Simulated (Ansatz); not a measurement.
A nudged elastic band was laid between two geometries of C2H4OS (8 atoms, charge 0, multiplicity 1).

All numbers below come from RKS revPBE-D4/def2-SVPD (Ansatz).

```yaml
movable_images: 7
climbing_image: yes
spring: 5.0 eV/Å²
optimiser: quadratic models (default)
start_path: through a guess of the saddle point
force_threshold: 0.05 eV/Å
iteration_limit: 60
end_points: relaxed
```

Image 0:

```xyz
8
Properties=species:S:1:pos:R:3
C 0.143 0.970 -0.063
C -0.072 -0.511 -0.201
O -0.062 -1.123 1.004
S -0.298 -1.338 -1.615
H 1.098 1.161 0.466
H -0.663 1.405 0.562
H 0.155 1.458 -1.049
H -0.208 -2.080 0.840
```

Image 8:

```xyz
8
Properties=species:S:1:pos:R:3
C 0.131 0.838 0.076
C 0.443 -0.615 0.381
O 1.310 -0.992 1.143
S -0.579 -1.868 -0.472
H 0.822 1.481 0.648
H -0.915 1.071 0.354
H 0.244 1.036 -1.008
H -1.365 -1.007 -1.177
```

**Question.** What changes between the two ends?

**Answer.** Bonds broken: O3–H8. Bonds formed: S4–H8.

**Question.** Give the energies along the band, and the barrier.

**Answer.** The forces met the threshold. The highest image is number 3 of 0 to 8, 1.02 eV above the first end and 1.14 eV above the last; the last end lies 0.12 eV below the first. The profile has 2 maxima (images 3, 6) with wells between them (image 4): this band takes more than one step, which may be the mechanism or a detour left from its start path. A structure lower than the last end lies on the path between it and the top, so the climb from that side starts below the end, which may itself be a saddle point or a shallow side well. A vibrational analysis at the climbing image gives one clearly imaginary mode, 1523i cm⁻¹: a first-order saddle point. The orbitals stay closed-shell, which can raise the energy where a bond breaks towards radicals; this wasn't checked here.

| image | path coordinate (Å) | energy (eV) | O3–H8 (Å) | S4–H8 (Å) |
| --- | --- | --- | --- | --- |
| 0 | 0.00 | 0.00 | 0.98 | 2.57 |
| 1 | 0.84 | 0.02 | 0.98 | 2.56 |
| 2 | 1.69 | 0.02 | 0.98 | 2.58 |
| 3 | 2.53 | 1.02 | 1.36 | 1.66 |
| 4 | 3.43 | -0.14 | 2.44 | 1.36 |
| 5 | 4.32 | -0.09 | 2.66 | 1.36 |
| 6 | 5.21 | 0.22 | 3.00 | 1.36 |
| 7 | 6.11 | 0.04 | 3.45 | 1.36 |
| 8 | 7.00 | -0.12 | 3.54 | 1.36 |

**Question.** What is the geometry of the highest image?

**Answer.** 
```xyz
8
Properties=species:S:1:pos:R:3
C 0.141 1.020 -0.013
C -0.056 -0.464 0.026
O 0.698 -1.228 0.733
S -1.214 -1.402 -0.834
H 0.624 1.358 0.921
H -0.809 1.554 -0.183
H 0.820 1.259 -0.857
H -0.113 -2.154 0.151
```

The run took 3.6 min on 2 threads of Intel(R) Xeon(R) Platinum 8375C CPU @ 2.90GHz (Ice Lake), on a shared host, peak memory 0.17 GiB.
